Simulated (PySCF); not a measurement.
How methods differ on the ionisation energy of P

P [Ne] 3s2 3p3 (4S) → P⁺ [Ne] 3s2 3p2 (3P), as a difference of total energies. All numbers are calculated (PySCF 2.14, no relativity, point nucleus, in aug-cc-pV(Q+d)Z (7s6p5d3f2g, 89 functions)). Correlated levels: valence: [Ne] frozen. The calculations carry no spin-orbit coupling.

Task: Order these methods by the ionisation energy they give, lowest first.
A. CCSD(T) (valence)
B. SCS-MP2 (valence)
C. CCSD (valence)
D. MP2 (valence)

Result: B (10.345 eV), C (10.447 eV), A (10.501 eV), D (10.526 eV).

A first-order spin-orbit estimate (lowest level to lowest level, LS coupling) adds -0.034 eV.

Errors of the correlated levels include the incompleteness of this basis and the frozen core.

For comparison: 10.487 eV (measured; NIST Atomic Spectra Database, ionization energies).
